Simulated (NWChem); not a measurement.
System: NH, triplet; SMILES [NH]

Parts of the log:

```
             Northwest Computational Chemistry Package (NWChem) 7.3.0
             --------------------------------------------------------

                             Geometry "geometry" -> ""
                             -------------------------

 Output coordinates in angstroms (scale by  1.889725989 to convert to a.u.)

  No.       Tag          Charge          X              Y              Z
 ---- ---------------- ---------- -------------- -------------- --------------
    1 N                    7.0000     0.00000000     0.00000000    -0.13596500
    2 H                    1.0000     0.00000000     0.00000000     0.90367800

 Effective nuclear repulsion energy (a.u.)       3.5629930111

                                 NWChem DFT Module
                                 -----------------

 Summary of "ao basis" -> "ao basis" (spherical)
 ------------------------------------------------------------------------------
       Tag                 Description            Shells   Functions and Types
 ---------------- ------------------------------  ------  ---------------------
 N                           sto-3g                  3        5   2s1p
 H                           sto-3g                  1        1   1s

 in cosmo_initialize ...
 calling solv_data for solv:h2o

 solvent parameters
 solvname_short: h2o
 solvname_long:  water
 dielec:       78.4000
 dielecinf:     1.7769
 aqueous SMD model solvent descriptors
 dielec:       78.4000
 sola:          0.8200

          ---------------
          -cosmo- solvent
          ---------------
 Cosmo: York-Karplus, doi: 10.1021/jp992097l
 dielectric constant -eps-     =  78.40
 screen = (eps-1)/(eps    )    =   0.98724
 surface charge correction     = lagrangian

   van der Waals surface
 --------------------------

 ---------- ATOMIC COORDINATES (A.U.) ------------ VDWR(ANG.) --
     1    0.00000000    0.00000000   -0.25693659     1.890
     2    0.00000000    0.00000000    1.70770380     1.200
 number of segments per atom =        128
 number of   points per atom =        128
 atom (   nspa,  nppa )
 ----------------------
    1 (    120,     0 )       0
    2 (     48,     0 )       0
 number of -cosmo- surface points =      168
 molecular surface =     44.439 angstrom**2
 molecular volume  =     29.722 angstrom**3
 -lineq- algorithm             =   0
 -bem- low  level              =   3
 -bem- from -octahedral-
 gaussian surface charge width =   4.50000
 degree of switching           =   1.00000
 switching function tolerance  =   0.00010
 atomic radii =
 --------------
    1  7.000  1.890
    2  1.000  1.200
 ...... end of -cosmo- initialization ......

 nat:                     2
 ixmem:                   309
 calling mnsol_interface()
 G(SMD-CDS) energy (kcal/mol)  =     0.745
 SMD-CDS SASA (angstrom**2)    =    52.886

            General Information
            -------------------
          SCF calculation type: DFT
          Wavefunction type:  spin polarized.
          No. of atoms     :     2
          No. of electrons :     8
           Alpha electrons :     5
            Beta electrons :     3
          Charge           :     0
          Spin multiplicity:     3
          Use of symmetry is: off; symmetry adaption is: off
          Maximum number of iterations: 150
          AO basis - number of functions:     6
                     number of shells:     4
          Convergence on energy requested:  1.00D-06
          Convergence on density requested:  1.00D-05
          Convergence on gradient requested:  5.00D-04

              XC Information
              --------------
                         PBE0 Method XC Functional
                     Hartree-Fock (Exact) Exchange  0.250
          PerdewBurkeErnzerhof Exchange Functional  0.750
            Perdew 1991 LDA Correlation Functional  1.000 local
           PerdewBurkeErnz. Correlation Functional  1.000 non-local

[...]

                                COSMO-SMD solvation results
                                ---------------------------

             internal energy in gas <Psi(g)|H|Psi(g)> =       -54.440346549910
         internal energy in solvent <Psi(s)|H|Psi(s)> =       -54.440056147053
                               delta internal energy  =         0.000290402857 (    0.18 kcal/mol)
   total free energy in solvent <Psi(s)|H+V/2|Psi(s)> =       -54.443390640841
 polarization energy contribution <Psi(s)|V/2|Psi(s)> =        -0.003334493788 (   -2.09 kcal/mol)
    total free energy in solvent including G(SMD-CDS) =       -54.442203209729
                       G(SMD-CDS) energy contribution =         0.001187431113 (    0.75 kcal/mol)
     1 M fixed-concentration free energy of solvation =        -0.001856659818 (   -1.17 kcal/mol)

                    DFT Final Alpha Molecular Orbital Analysis
                    ------------------------------------------

 Vector    3  Occ=1.000000D+00  E=-3.221007D-01
              MO Center=  9.5D-14, -9.0D-14, -7.0D-02, r^2= 8.5D-01
   Bfn.  Coefficient  Atom+Function         Bfn.  Coefficient  Atom+Function
  ----- ------------  ---------------      ----- ------------  ---------------
     5      0.672892  1 N  pz                 2     -0.558512  1 N  s
     6      0.474284  2 H  s                  1      0.114496  1 N  s

 Vector    4  Occ=1.000000D+00  E=-2.484447D-01
              MO Center= -2.4D-15, -2.4D-15, -1.4D-01, r^2= 5.5D-01
   Bfn.  Coefficient  Atom+Function         Bfn.  Coefficient  Atom+Function
  ----- ------------  ---------------      ----- ------------  ---------------
     3      0.706901  1 N  px                 4      0.707312  1 N  py

 Vector    5  Occ=1.000000D+00  E=-2.484447D-01
              MO Center= -1.7D-13,  1.7D-13, -1.4D-01, r^2= 5.5D-01
   Bfn.  Coefficient  Atom+Function         Bfn.  Coefficient  Atom+Function
  ----- ------------  ---------------      ----- ------------  ---------------
     3      0.707312  1 N  px                 4     -0.706901  1 N  py

 Vector    6  Occ=0.000000D+00  E= 4.040177D-01
              MO Center= -6.8D-15,  6.8D-15,  6.1D-01, r^2= 8.2D-01
   Bfn.  Coefficient  Atom+Function         Bfn.  Coefficient  Atom+Function
  ----- ------------  ---------------      ----- ------------  ---------------
     6      1.201477  2 H  s                  5     -0.911709  1 N  pz
     2     -0.636730  1 N  s                  1      0.091899  1 N  s

                     DFT Final Beta Molecular Orbital Analysis
                     -----------------------------------------

 Vector    1  Occ=1.000000D+00  E=-1.413478D+01
              MO Center=  1.0D-16, -1.0D-16, -1.4D-01, r^2= 2.0D-02
   Bfn.  Coefficient  Atom+Function         Bfn.  Coefficient  Atom+Function
  ----- ------------  ---------------      ----- ------------  ---------------
     1      0.993775  1 N  s                  2      0.027261  1 N  s

 Vector    2  Occ=1.000000D+00  E=-6.734644D-01
              MO Center=  7.5D-14, -7.5D-14,  2.8D-01, r^2= 6.4D-01
   Bfn.  Coefficient  Atom+Function         Bfn.  Coefficient  Atom+Function
  ----- ------------  ---------------      ----- ------------  ---------------
     2      0.756920  1 N  s                  6      0.342336  2 H  s
     1     -0.215631  1 N  s                  5      0.202394  1 N  pz

 Vector    3  Occ=1.000000D+00  E=-2.626726D-01
              MO Center=  1.2D-13, -1.2D-13, -1.6D-01, r^2= 8.2D-01
   Bfn.  Coefficient  Atom+Function         Bfn.  Coefficient  Atom+Function
  ----- ------------  ---------------      ----- ------------  ---------------
     2      0.667209  1 N  s                  5     -0.632259  1 N  pz
     6     -0.464559  2 H  s                  1     -0.142289  1 N  s

 Vector    4  Occ=0.000000D+00  E= 6.787020D-02
              MO Center=  5.7D-16,  5.7D-16, -1.4D-01, r^2= 5.5D-01
   Bfn.  Coefficient  Atom+Function         Bfn.  Coefficient  Atom+Function
  ----- ------------  ---------------      ----- ------------  ---------------
     3      0.706947  1 N  px                 4      0.707267  1 N  py

 Vector    5  Occ=0.000000D+00  E= 6.787020D-02
              MO Center= -1.9D-13,  1.9D-13, -1.4D-01, r^2= 5.5D-01
   Bfn.  Coefficient  Atom+Function         Bfn.  Coefficient  Atom+Function
  ----- ------------  ---------------      ----- ------------  ---------------
     3      0.707267  1 N  px                 4     -0.706947  1 N  py

 Vector    6  Occ=0.000000D+00  E= 4.449606D-01
              MO Center= -7.2D-15,  6.8D-15,  5.6D-01, r^2= 8.0D-01
   Bfn.  Coefficient  Atom+Function         Bfn.  Coefficient  Atom+Function
  ----- ------------  ---------------      ----- ------------  ---------------
     6      1.175360  2 H  s                  5     -0.936130  1 N  pz
     2     -0.674473  1 N  s                  1      0.102531  1 N  s

   alpha - beta orbital overlaps
   -----------------------------

   alpha      1      2      3      4      5      6
    beta      1      2      3      4      5      6
 overlap   1.000  0.991  0.993  1.000  1.000  0.998

     --------------------------
     Expectation value of S2:
     --------------------------
      <S2> =      2.0041 (Exact =     2.0000)

     Multipole analysis of the density
     ---------------------------------

     L   x y z        total         alpha         beta         nuclear
     -   - - -        -----         -----         ----         -------
     0   0 0 0     -0.000000     -5.000000     -3.000000      8.000000

     1   1 0 0     -0.000000     -0.000000     -0.000000      0.000000
     1   0 1 0      0.000000      0.000000      0.000000      0.000000
     1   0 0 1      0.550939      0.617822      0.023969     -0.090852

[...]
```

Level: PBE0/STO-3G, spin-unrestricted, SMD on the gas-phase geometry. Coordinates come from a PBE0-D3(BJ)/def2-TZVP, spin-unrestricted optimisation. No stability test was run on the SCF state. Solvent: water.

Write an input that gives this output.

One answer among several that fit: the input that was run:
```
start job
memory heap 200 mb stack 900 mb global 1100 mb
geometry units angstroms noautosym nocenter noautoz
  N      0.000000     0.000000    -0.135965
  H      0.000000     0.000000     0.903678
end
basis spherical
  N library sto-3g
  H library sto-3g
end
dft
  odft
  mult 3
  xc pbe0
  iterations 150
end
cosmo
  do_cosmo_smd true
  solvent water
end
task dft energy
```
